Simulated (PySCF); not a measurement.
C4H9N.
Structure used (GFN2-xTB), in Å, numbered top down from 1:
```
atom  x, y, z in Å
C1     1.4872   -0.7519   -0.3089
C2     0.7470    0.3178    0.4971
C3    -0.6064    0.5955   -0.1180
C4    -1.7179   -0.3102    0.3074
N5    -0.8567    1.4997   -0.9556
H6     2.4757   -0.9258    0.1108
H7     0.9392   -1.6915   -0.2972
H8     1.6012   -0.4353   -1.3439
H9     1.3407    1.2364    0.5020
H10    0.6252   -0.0210    1.5276
H11   -1.4350   -1.3504    0.1603
H12   -1.9236   -0.1635    1.3667
H13   -2.6130   -0.0899   -0.2657
H14   -0.0644    2.0898   -1.2050
```

The closed-shell SCF was solved with PySCF and density fitting under several settings on one GFN2-xTB geometry (grid level 2 and gas phase unless stated).

```json
{"settings": "PBE0/pcSseg-1", "basis functions": "130", "SCF cycles": "12", "E (Eh)": "-212.2974", "HOMO (eV)": "-7.09", "LUMO (eV)": "0.33", "dipole (D)": "2.38"}
{"settings": "wB97X-D/def2-SVPD", "basis functions": "172", "SCF cycles": "12", "E (Eh)": "-212.3716", "HOMO (eV)": "-9.08", "LUMO (eV)": "1.95", "dipole (D)": "2.49"}
```

Problem. Estimate the row for these settings: HSE06/6-31G, IEF-PCM chloroform, fitting basis def2-qzvpp-jkfit.

Solution. 
```csv
settings,basis functions,SCF cycles,E (Eh),HOMO (eV),LUMO (eV),dipole (D)
"HSE06/6-31G, IEF-PCM chloroform, fitting basis def2-qzvpp-jkfit",63,9,-212.2848,-6.42,0.20,3.07
```

Problem. Over all rows, what range does the HOMO–LUMO gap span?

Solution. From 6.62 eV (HSE06/6-31G, IEF-PCM chloroform, fitting basis def2-qzvpp-jkfit) to 11.03 eV (wB97X-D/def2-SVPD). The functional of the narrowest has 25 % exact exchange at short range alone, that of the widest range-separated exact exchange.

Problem. And the dipole moment?

Solution. From 2.38 D (PBE0/pcSseg-1) to 3.07 D (HSE06/6-31G, IEF-PCM chloroform, fitting basis def2-qzvpp-jkfit); the largest is 1.29 times the smallest, and the median is 2.49 D.

wB97X-D ran without the empirical dispersion term, which would shift the total energy alone. Cycle counts include a coarse-grid stage where the run had one. Geometry: GFN2-xTB, one conformer.
